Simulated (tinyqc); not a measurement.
Inside a calculation. Method: CCSD on RHF in the sto-3g basis, frozen core, for LiH, spin multiplicity 1. One step of it, computed by the program tinyqc.

Task: CCSD: starting amplitudes. t_ij^ab = <ij||ab> / (e_i + e_j - e_a - e_b), whose energy is MP2.

orbital energies (hartree): MO1 -2.359443, MO2 -0.254573, MO3 0.074025, MO4 0.162537, MO5 0.162537, MO6 0.446794

Two-electron integrals over orbitals (pq|rs), unique and non-zero (hartree); the lowest 1 orbital is frozen and left out:
```
(22|22) 0.463642    (32|22) -0.055216   (32|32) 0.017715    (33|22) 0.215648
(33|32) 0.012088    (33|33) 0.332678    (42|42) 0.021796    (43|42) 0.019819
(43|43) 0.041324    (44|22) 0.253559    (44|32) 0.010369    (44|33) 0.280740
(44|44) 0.312946    (52|52) 0.021796    (53|52) 0.019819    (53|53) 0.041324
(54|54) 0.016869    (55|22) 0.253559    (55|32) 0.010369    (55|33) 0.280740
(55|44) 0.279207    (55|55) 0.312946    (62|22) 0.112851    (62|32) -0.040139
(62|33) -0.018080   (62|44) -0.031000   (62|55) -0.031000   (62|62) 0.128383
(63|22) -0.054709   (63|32) 0.013958    (63|33) 0.036243    (63|44) 0.005737
(63|55) 0.005737    (63|62) -0.036215   (63|63) 0.028647    (64|42) -0.019016
(64|43) -0.012720   (64|64) 0.019643    (65|52) -0.019016   (65|53) -0.012720
(65|65) 0.019643    (66|22) 0.435623    (66|32) -0.047324   (66|33) 0.239194
(66|44) 0.262164    (66|55) 0.262164    (66|62) 0.110938    (66|63) -0.045689
(66|66) 0.433907
```

Give: Starting amplitudes; correlation energy.

Result:

Starting amplitudes (spin orbitals 1a, 1b, ...; amplitudes related by a flip of all spins are not repeated):
```
from      to       t
2a 2b  6a 6b  -0.092
2a 2b  3a 6b   0.039
2a 2b  3a 3b  -0.027
2a 2b  5a 5b  -0.026
2a 2b  4a 4b  -0.026
```

correlation energy = -0.01650 hartree
